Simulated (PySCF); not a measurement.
**Mass spectrum arithmetic for `Nc1cc1=O`**

Species: `Nc1cc1=O`.

Calculated for natural abundance.

Task: What are the average molar mass and the monoisotopic mass?

Result: For C3H3NO, with standard atomic weights, 1 × 14.007 + 3 × 12.011 + 1 × 15.999 + 3 × 1.008 = 69.063 g/mol. From the most abundant isotopes (14N, 12C, 16O, 1H), 1 × 14.003074 + 3 × 12.000000 + 1 × 15.994915 + 3 × 1.007825 = 69.0215 u.

Task: Work out the cluster of the molecular ion M+•, one line a nominal mass.

Result: 
| nominal mass | m/z (centroid) | relative intensity |
| --- | --- | --- |
| 69 | 69.0209 | 100.0 |
| 70 | 70.0237 | 3.7 |
| 71 | 71.0254 | 0.3 |

Lines under 0.1 % of the tallest are left out. One electron mass, 0.00055 u, is taken off.

Task: What is the composition by mass?

Result: N 20.28 %, C 52.17 %, O 23.17 %, H 4.38 %.

Task: How much CO2 and H2O would complete combustion of 10.00 mg give?

Result: 144.80 μmol of compound give 19.12 mg CO2 and 3.91 mg H2O.

Task: Protons, neutrons, electrons, and exact less nominal mass of the monoisotopic species?

Result: 36 protons, 33 neutrons and 36 electrons; 69.0215 − 69 = +0.0215 u.
